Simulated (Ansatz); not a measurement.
# H3NOSi (SMILES N[SiH]=O): single points off equilibrium

The task here is to estimate one member of a computed series from the others.

Method: single points in def2-TZVPP; program: Ansatz 0.2.0, Gaussian basis.

Correlated methods freeze the cores.

### The system as given

SMILES `N[SiH]=O`, 6 atoms, charge 0, spin multiplicity 1.

Atoms are counted from 1 here; the program's logs count them from 0.

Bond lengths: N1–Si2 1.694 Å, N1–H4 1.006 Å, N1–H5 0.982 Å, Si2–O3 1.500 Å, Si2–H6 1.436 Å. Angles: Si2–N1–H4 122.0°, Si2–N1–H5 125.3°, H4–N1–H5 112.7°, N1–Si2–O3 125.8°, N1–Si2–H6 106.2°, O3–Si2–H6 128.0°.

Coordinates:

| atom | x (Å) | y (Å) | z (Å) |
| --- | --- | --- | --- |
| N1 | -0.53600 | 0.37890 | -0.58400 |
| Si2 | 0.48500 | -0.38800 | 0.52870 |
| O3 | 0.48210 | -1.85090 | 0.85980 |
| H4 | -1.19930 | -0.13410 | -1.13910 |
| H5 | -0.52950 | 1.33810 | -0.79230 |
| H6 | 1.32470 | 0.64050 | 1.07530 |

The first run:

Contents of run/in.yaml:

```yaml
crystal:
  periodic: [false, false, false]
  atoms:
    - {symbol: N, position_ang: [-0.536000, 0.378900, -0.584000]}
    - {symbol: Si, position_ang: [0.485000, -0.388000, 0.528700]}
    - {symbol: O, position_ang: [0.482100, -1.850900, 0.859800]}
    - {symbol: H, position_ang: [-1.199300, -0.134100, -1.139100]}
    - {symbol: H, position_ang: [-0.529500, 1.338100, -0.792300]}
    - {symbol: H, position_ang: [1.324700, 0.640500, 1.075300]}
basis:
  gaussian: {orbitals: def2-TZVPP}
correlation: {method: ccsd_t}
output: {forces: true}
```

The command line of these runs was not kept.

Steps of the session up to this table: CCSD(T)/def2-TZVPP; PBE0-D4/def2-TZVPP; wB97M-V/def2-TZVPP; r2SCAN-D4/def2-TZVPP; PBE-D4/def2-TZVPP; revPBE-D4/def2-TZVPP; wB97X-V/def2-TZVPP.

One of the session's tables, all rows but one given; the rest of the session is left out.

| method | RMS force component (eV/Å) | angle to CCSD(T) forces (°) | dipole (D) |
| --- | --- | --- | --- |
| CCSD(T) | 0.688 | reference | 4.73 |
| PBE0-D4 | ? | ? | ? |
| wB97M-V | 0.621 | 11.0 | 4.85 |
| r2SCAN-D4 | 0.682 | 6.5 | 4.76 |
| PBE-D4 | 0.840 | 9.9 | 4.63 |
| revPBE-D4 | 0.861 | 12.6 | 4.60 |
| wB97X-V | 0.645 | 13.6 | 4.90 |

**Question.** Estimate the row for PBE0-D4.

The run gave: RMS force component (eV/Å): 0.648; angle to CCSD(T) forces (°): 13.8; dipole (D): 4.83. In the column «RMS force component (eV/Å)» it lies between wB97X-V (0.645) and r2SCAN-D4 (0.682).
